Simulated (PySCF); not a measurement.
Telling isomers of C$_{3}$H$_{3}$F apart by NMR

PySCF calculation with NMR shieldings at PBE0/pcSseg-1/GIAO, B3LYP/pcJ-1 coupling constants and PBE0-D3(BJ)/def2-SVP geometry; no solvent, a single conformation, one averaged value for each set of equivalent atoms, non-relativistic Hamiltonian.

Shifts are taken against calculated references (same method and geometry level): TMS for 1H, 13C. Multiplet labels drop J under 1 Hz and among equivalent protons, and merge close values. Unscaled 3J(H,H) run several per cent high. One-bond C–F couplings are unscaled and too large by tens of Hz. Shifts are as computed. Against solution values, carbons near 30 ppm lie about +2 ppm off and those near 130 ppm about +5 ppm. Of 1313 compounds with measured shifts, 239 miss one by over three times the rms of a fit or turn the order of signals round; such compounds aren't used in these exercises.

(1) Tabulate the signals of `C#CCF`, `FC1=CC1` and their relative energies.

(2) What is the quickest way to tell C#CCF from FC1=CC1?

## Answers

(1) 
| SMILES | carbon types | δC | δH | E rel. (kcal/mol) |
| --- | --- | --- | --- | --- |
| C#CCF | 1×C 1×CH 1×CH2 | 84.7, 81.6, 70.8 | 4.99 (dd, 2H), 2.58 (dt, 1H) | 0.0 |
| FC1=CC1 | 1×C 1×CH 1×CH2 | 152.2, 72.6, 21.1 | 5.13 (dt, 1H), 2.06 (dd, 2H) | 14.8 |

Energies are electronic energies at PBE0/pcSseg-1 on these geometries, without zero-point or thermal terms, each for the one conformer computed, which needn't be the lowest.

(2) Both give the same number of carbon signals, with the same numbers of each carbon type, so the positions decide. The first has an alkyne carbon (C) at 81.6 ppm, the second a fully substituted alkene carbon (C) at 152.2 ppm. Their most deshielded carbons lie at 84.7 and 152.2 ppm.
